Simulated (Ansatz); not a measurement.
**SiS, singlet in cc-pVDZ: errors against RCCSDTQ**

Geometry: a PBE0/def2-TZVP stationary point for this spin.

```tsv
atom	x (Å)	y (Å)	z (Å)
Si	0.0000	0.0000	0.0000
S	0.0000	0.0000	1.9300
```

Basis cc-pVDZ; Ansatz 0.2.0. Correlated methods freeze the noble-gas cores, which leaves 10 electrons in 26 orbitals. Prefix R: restricted or restricted open-shell reference. Active spaces: valence = (10e, 8o) chosen from the atoms' valence shells.

Full CI isn't at hand for all of this; RCCSDTQ serves as the reference, and is uncertain by about the last step of the cluster series.

* UHF ⟨S²⟩: 0.000
* T1 diagnostic (RCCSD): 0.0249
* largest doubles amplitude (RCCSD): 0.079

Q: From what is known of these methods and the diagnostics, rank them by the size of their error in total energy against RCCSDTQ in cc-pVDZ, smallest first (an estimate: the text doesn't fix the numbers).
A. RCCSDT(Q)
B. NEVPT2 (valence space)
C. CISD
D. RCCSD(T)
E. CASSCF (valence space)

A: A (0.12 mEh), D (1.82 mEh), C (31.41 mEh), B (38.15 mEh), E (166.57 mEh).

All errors are against RCCSDTQ in cc-pVDZ. Below it: RCCSDT(Q). Within each family the higher level lies nearer, as is usual though not guaranteed.

Natural occupations of CASSCF (valence space) about the gap: 1.996 1.988 1.975 1.951 1.951 0.056 0.056 0.027; effectively unpaired electrons, Σ n²(2−n)², 0.05.

Atomization energy (electronic, same basis, no zero-point term; atoms at the same level, unrestricted beside the R rows where the molecule is a closed shell, with restricted open-shell steps beyond CCSDT(Q)) at RCCSDTQ: 531.0 kJ/mol. Errors of other levels:

```tsv
level	error (kJ/mol)
RHF	-179.5
RMP2	16.6
CISD	-66.7
RCCSD	-25.5
RCCSD(T)	-2.6
BCCD(T)	-2.5
RCCSDT	-1.9
RCCSDT(Q)	0.4
CASSCF (valence space)	-6.9
NEVPT2 (valence space)	5.2
MRCISD (valence space)	-21.4
MRCISD+Q (valence space)	-9.3
```

This basis is far from its limit, so the value isn't to be set against a measured one. Truncated CI isn't size-consistent, which counts against it in atomization.
